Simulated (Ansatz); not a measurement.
**CH5BS: up Jacob's ladder to CCSD(T)**

The task here is to estimate one member of a computed series from the others.

Program: Ansatz 0.2.0, Gaussian basis. Level of theory: functionals in def2-TZVPP, the program's frozen cores in correlated methods. These are calculated values, not measurements.

Levels to be run: LDA (SPW92), PBE-D4, revPBE-D4, BLYP-D4, r2SCAN-D4, B97M-V, PBE0-D4, B3LYP-D4, r2SCANh-D4, r2SCAN0-D4, HSE06-D4, BHLYP-D4, CAM-B3LYP-D4, LC-ωPBE, ωB97X-V, ωB97M-V, B2PLYP, PBE-QIDH; CCSD(T)/def2-SVP; CCSD(T)/def2-TZVPP; CCSD(T)/def2-QZVPP; extrapolation to the limit; RPA on PBE.

### The geometry

An earlier PBE0-D4 in a triple-zeta def2 set relaxation fixed the geometry.

SMILES `BSC`, 8 atoms, charge 0, spin multiplicity 1.

Atoms are counted from 1 here; the program's logs count them from 0.

Bond lengths: B1–S2 1.749 Å, B1–H4 1.194 Å, B1–H5 1.193 Å, S2–C3 1.809 Å, C3–H6 1.090 Å, C3–H7 1.090 Å, C3–H8 1.088 Å. Angles: S2–B1–H4 121.2°, S2–B1–H5 115.9°, H4–B1–H5 123.0°, B1–S2–C3 105.8°, S2–C3–H6 109.1°, S2–C3–H7 109.0°, S2–C3–H8 109.9°, H6–C3–H7 109.0°, H6–C3–H8 109.9°, H7–C3–H8 109.9°.

Set-up of the first run:

Contents of in.yaml:

```yaml
crystal:
  periodic: [false, false, false]
  atoms:
    - {symbol: B, position_ang: [-0.869860, 0.955377, -0.908043]}
    - {symbol: S, position_ang: [0.707846, 0.854070, -0.159016]}
    - {symbol: C, position_ang: [0.741398, -0.735745, 0.702946]}
    - {symbol: H, position_ang: [-1.667750, 0.075288, -0.790320]}
    - {symbol: H, position_ang: [-1.086108, 1.947787, -1.532927]}
    - {symbol: H, position_ang: [0.910647, -0.561005, 1.765134]}
    - {symbol: H, position_ang: [1.559561, -1.336980, 0.307263]}
    - {symbol: H, position_ang: [-0.203535, -1.255992, 0.559162]}
basis:
  gaussian: {orbitals: def2-TZVPP}
hamiltonian: {xc: lda}
output: {orbitals: {seedname: orbitals}}
```

Command:

```console
$ ansatz run in.yaml --threads 2 --pin off --events-out ev --progress --plain --max-ram 32768MiB --backend cpu
```

Steps of the session up to this table: LDA; PBE-D4 (GGA); revPBE-D4 (GGA); BLYP-D4 (GGA); r2SCAN-D4 (meta-GGA); B97M-V (meta-GGA); B3LYP-D4 (hybrid); r2SCANh-D4 (hybrid); r2SCAN0-D4 (hybrid); HSE06-D4 (hybrid); BHLYP-D4 (hybrid); CAM-B3LYP-D4 (range-separated); LC-ωPBE (range-separated); ωB97X-V (range-separated); ωB97M-V (range-separated); B2PLYP (double hybrid); PBE-QIDH (double hybrid).

One of the session's tables, all rows but one given; the rest of the session is left out.

It belongs to the step «Orbital energies across the functionals». 

```
  functional  HOMO (eV)  gap (eV)
 LDA (SPW92)      -6.87      4.65
      PBE-D4      -6.74      4.75
   revPBE-D4      -6.69      4.79
     BLYP-D4      -6.56      4.74
   r2SCAN-D4      -6.95      5.28
      B97M-V      -7.02      5.30
     PBE0-D4      -7.85      6.80
    B3LYP-D4      -7.61      6.36
  r2SCANh-D4      -7.36      6.02
  r2SCAN0-D4          ?         ?
    HSE06-D4      -7.45      6.02
    BHLYP-D4      -8.80      8.77
CAM-B3LYP-D4      -9.13      9.17
     LC-ωPBE     -10.51     11.68
     ωB97X-V     -10.15     11.24
     ωB97M-V     -10.02     10.90
```

Estimate the missing values for r2SCAN0-D4.

Worked estimate for «HOMO (eV)». Against the share of exact exchange, r2SCAN-D4 (0, -6.95), r2SCANh-D4 (0.1, -7.36) give a slope of -4.10 per unit share; at 0.25 the line stands at -7.97.

As computed: HOMO (eV): -7.99; gap (eV): 7.13. In «HOMO (eV)» the line misses by +0.02.
